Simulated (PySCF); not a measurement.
A calculation on rock-salt MgS returned lattice constant a 5.200 Å, bulk modulus 75.9 GPa, cohesive energy 3.75 eV/atom.

For reference: lattice constant a 5.188 Å (measured, corrected for zero-point motion; as tabulated in Goldzak et al. (2022), arXiv:2208.04865); bulk modulus 81 GPa (measured, corrected for zero-point motion; as tabulated in Goldzak et al. (2022), arXiv:2208.04865); cohesive energy 4.04 eV/atom (measured, corrected for zero-point motion; as tabulated in Goldzak et al. (2022), arXiv:2208.04865).

Task: Which level of theory produced these numbers?
(A) Hartree–Fock (PySCF)
(B) CCSD(T) (PySCF)
(C) MP2 (PySCF)
(D) PBE0 (PySCF)

Result: D, PBE0 (PySCF)

The others give: CCSD(T) 5.198 Å, 82.3 GPa, 4.12 eV/atom; MP2 5.179 Å, 85.5 GPa, 4.37 eV/atom; Hartree–Fock 5.283 Å, 77.6 GPa, 2.86 eV/atom.

Unless a cell is named, each level is at its own relaxed cell (CCSD(T) 17.56, Hartree–Fock 18.44, MP2 17.36, PBE0 17.58 Å³/atom).
